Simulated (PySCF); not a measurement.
Compound: C₄H₈OS (charge +1 and doublet state).
Structure used (GFN2-xTB), in Å, numbered top down from 1:
```xyz
14
C4H8OS angstrom
C      2.319   -0.068    0.417
S      1.505    0.593   -1.021
C     -0.128   -0.249   -0.897
C     -1.416    0.580   -0.915
C     -1.676   -0.123    0.424
O     -0.404   -0.787    0.350
H      3.081    0.645    0.724
H      1.586   -0.255    1.202
H      2.809   -1.008    0.156
H     -0.061   -1.012   -1.690
H     -2.114    0.352   -1.715
H     -1.272    1.655   -0.856
H     -2.495   -0.844    0.445
H     -1.736    0.523    1.303
```

Identity: `C[S+][C@@H]1CCO1` [radical] (charge +1).

Level of theory: UKS B3LYP, pcH-1 on C H O S, non-relativistic, mean-field spin-orbit, GIAO (PySCF 2.14.0). Geometry: GFN2-xTB, one conformer, isolated ion. A GFN2-xTB geometry isn't a minimum of the functional, and hyperfine couplings can be far from their values at a DFT geometry, by a factor of two or more for some ions and for spin on atoms past the first row.

Output of the driver script. The program numbers atoms from 0.

```
UKS, coarse grid
  cycle   1  E = -630.23101925  |g| = 4.98e-01
  cycle   2  E = -629.56975698  |g| = 1.27e+00
  cycle   3  E = -630.29507356  |g| = 2.39e-01
  cycle   4  E = -630.32056731  |g| = 8.33e-02
  cycle   5  E = -630.32340185  |g| = 2.92e-02
  cycle   6  E = -630.32379158  |g| = 1.10e-02
  cycle   7  E = -630.32385058  |g| = 2.29e-03
  cycle   8  E = -630.32385445  |g| = 1.14e-03
  cycle   9  E = -630.32385394  |g| = 5.06e-04
UKS, final grid
  cycle   1  E = -630.32388078  |g| = 8.93e-04
  cycle   2  E = -630.32387956  |g| = 1.85e-03
  cycle   3  E = -630.32388118  |g| = 2.05e-04
  cycle   4  E = -630.32388119  |g| = 2.11e-05
  cycle   5  E = -630.32388120  |g| = 1.90e-05
E = -630.32388120 Eh   <S^2> = 0.7532 (exact 0.7500)
g shifts (ppm)      1          2          3
  rmc          -239       -239       -239
  gc             -3         30         42
  oz_so          26      19671      36996
  total        -214      19463      36800
hyperfine (MHz)  atom isotope    a_iso     a_fc   dipolar eigenvalues
    0   13C     -13.95     -13.95     -5.12     -3.98      9.10
    1   33S      28.41      28.41    -81.83    -78.21    160.03
    2   13C     -20.50     -20.50     -6.12     -4.55     10.66
    3   13C      16.27      16.27     -4.23     -3.98      8.21
    4   13C      -2.61      -2.61     -1.58     -0.57      2.16
    5   17O      -4.84      -4.84    -17.70      8.48      9.22
    6    1H      33.12      33.12     -4.67     -2.30      6.97
    7    1H      32.00      32.00     -4.97     -1.66      6.63
    8    1H     140.77     140.77     -5.96     -2.55      8.51
    9    1H     175.15     175.15     -7.37     -1.14      8.51
   10    1H      -4.18      -4.18     -2.69     -1.76      4.45
   11    1H      -1.66      -1.66     -3.77     -0.55      4.32
   12    1H       0.42       0.42     -1.32     -1.26      2.58
   13    1H      26.10      26.10     -1.91     -0.34      2.26
```

Problem. The run flagged its g tensor. What set off the flag, and which results does it touch?

Solution. The largest g shift is +0.037, past the limit of 0.03 at which the run flags a species of elements up to argon. The orbital-Zeeman/spin–orbit term is second order, a sum of spin–orbit matrix elements over excitation energies, so it grows and becomes less reliable as an excited state comes close; a shift of this size calls for a check with another method. The contact and dipolar couplings don't rest on that expansion, but they belong to the state that the SCF found, and a close-lying state with the spin in another orbital would have other couplings; no stability test was run. The run left out the spin–orbit part of the hyperfine coupling.

Problem. Where is the spin in this solution (atoms counted from 1)?

Solution. Largest spin populations (Mulliken): S2 (+0.81) and H10 (+0.07). S2 is the only atom above +0.15. The unrestricted determinant has ⟨S²⟩ = 0.7532 (exact 0.7500), so spin contamination is small. 

Problem. Average a_iso over equivalent nuclei, turn it into first-order splittings with g = 2.0023, and give the multiplets for abundant isotopes (0.05 mT or more).

Solution. 
| nuclei (from 1) | isotope | I | position | a_iso (MHz) | \|a\| (mT) | splits into |
| --- | --- | --- | --- | --- | --- | --- |
| H10 | 1H | 1/2 | 2 bonds from S2 | 175.2 | 6.25 | 1:1 doublet |
| H7/H8/H9 | 1H | 1/2 | 2 bonds from S2 | 68.6 | 2.45 | 1:3:3:1 quartet |
| H14 | 1H | 1/2 | 4 bonds from S2 | 26.1 | 0.93 | 1:1 doublet |
| H11 | 1H | 1/2 | 3 bonds from S2 | -4.2 | 0.15 | 1:1 doublet |
| H12 | 1H | 1/2 | 3 bonds from S2 | -1.7 | 0.06 | 1:1 doublet |

Means are taken over nuclei equivalent by connectivity, which assumes that they swap fast. The three 1H nuclei of mean +68.6 MHz run from 32.0 to 140.8 MHz in the frozen geometry.
